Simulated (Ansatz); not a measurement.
`S[SiH2]S` + NH₃ → `N[SiH2]S` + H₂S  (ligand exchange at the Si–S bond)

Program: Ansatz. Geometries: PBE0-D4/def2-TZVP. ΔE: electronic, gas phase. CCSD(T)/CBS is the MP2 limit (def2-TZVPP, def2-QZVPP) plus CCSD(T) − MP2 in def2-TZVPP, frozen cores. This one scheme is used for every species. Each species was taken in one conformer, which may not be the lowest.

| species | SCS-MP2/def2-QZVPP energy (Eh) |
| --- | --- |
| `S[SiH2]S` | -1086.98578 |
| NH₃ | -56.47914 |
| `N[SiH2]S` | -744.53048 |
| H₂S | -398.93269 |

(1) Work out ΔE.

Largest T1 diagnostic among the species: 0.011.

Answers

(1) ΔE = (-744.53048) + (-398.93269) − (-1086.98578) − (-56.47914) = 0.00175 Eh = +4.6 kJ/mol. CCSD(T)/CBS gives +7.0 kJ/mol.

At CCSD(T), def2-SVP lies −4.6 kJ/mol from the extrapolated value and def2-TZVPP −2.3 kJ/mol. From BLYP to BHLYP (50 % exact exchange), in def2-TZVPP and without D4, ΔE moves by −5.0 kJ/mol. Leaving LDA and LC-ωPBE aside and taking each functional with its dispersion term where it has one, the values, not all of them listed here, spread over 16.3 kJ/mol, from CAM-B3LYP-D4 to revPBE-D4. LDA lies −6.6 kJ/mol from PBE without D4.
